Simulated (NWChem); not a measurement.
Basis-set convergence for dimethyl ether (C₂H₆O)

SMILES: COC
```xyz
9

C     -1.1611     0.0000    -0.1881
O      0.0000     0.0000     0.5778
C      1.1611     0.0000    -0.1881
H     -1.2330    -0.8952    -0.8395
H     -1.2330     0.8952    -0.8395
H     -2.0215     0.0000     0.4963
H      1.2330    -0.8952    -0.8395
H      2.0215     0.0000     0.4963
H      1.2330     0.8952    -0.8395
```
Charge 0, spin multiplicity 1.

The numbers come from NWChem runs, not from measurements. Structure: optimised with PBE0/def2-SVP, a minimum by its harmonic frequencies.

Quantity: LUMO energy at the level PBE.

The Pople sets run with spherical d functions.

Costs are rough ratios of processor time within this set of runs, SCF included, with 6-31+G* as 1.

```csv
basis,functions,LUMO energy (eV),relative cost
6-31+G*,66,-0.05,1
cc-pVDZ,72,1.14,under 3
6-311G**,90,0.72,under 3
def2-SVPD,111,0.11,under 3
aug-pcseg-1,123,-0.51,under 3
aug-cc-pVDZ,123,[?],3
def2-TZVP,129,[?],under 3
def2-TZVPD,168,[?],6
pcseg-2,174,0.00,4
cc-pVTZ,174,0.53,5
```

**Question.** Complete the blanks.

**Answer.** 
- aug-cc-pVDZ, LUMO energy (eV): -0.49
- def2-TZVP, LUMO energy (eV): 0.56
- def2-TZVPD, LUMO energy (eV): -0.22

This LUMO lies above zero in the largest set, so its value hangs on the diffuse functions.
